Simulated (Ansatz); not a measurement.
Solid chlorine was calculated with PBE in Ansatz (PAW).

Numerical settings: plane-wave cutoff 520 eV, 10×10×4 k mesh (along the axes of the cell as run), Fermi–Dirac smearing 0.01 eV, scalar-relativistic PAW data made under PBE.

A third-order Birch–Murnaghan fit to the energies gives V0 = 35.743 Å³/atom, B0 = 1.19 GPa, B′ = 12.0.

```json
[
 {"V (Å³/atom)": "34.371", "P (GPa)": "(withheld)"},
 {"V (Å³/atom)": "35.087", "P (GPa)": "0.027"},
 {"V (Å³/atom)": "35.803", "P (GPa)": "-0.005"},
 {"V (Å³/atom)": "36.519", "P (GPa)": "-0.021"},
 {"V (Å³/atom)": "37.235", "P (GPa)": "(withheld)"}
]
```

Question: Estimate the withheld pressures from this fit; the answers are the runs' own values.

Answer: 
- 34.371, P (GPa): 0.058
- 37.235, P (GPa): -0.038

The formula P = (3/2) B0 (x^(7/3) − x^(5/3)) [1 + (3/4)(B′ − 4)(x^(2/3) − 1)] with x = V0/V meets the computed pressures within 0.01 GPa when these rounded values are put in.

Shape and atoms are relaxed at each volume.

Note: for a layered or molecular solid the relaxed cell lies over 5 % above the published volume, where the minimum can be shallow; the cell comes from a level without a dispersion term, which matters for the spacing of layers, chains or molecules; the bulk modulus comes from volumes at which shape and atoms were relaxed.

Ansatz is a program for electronic structure.
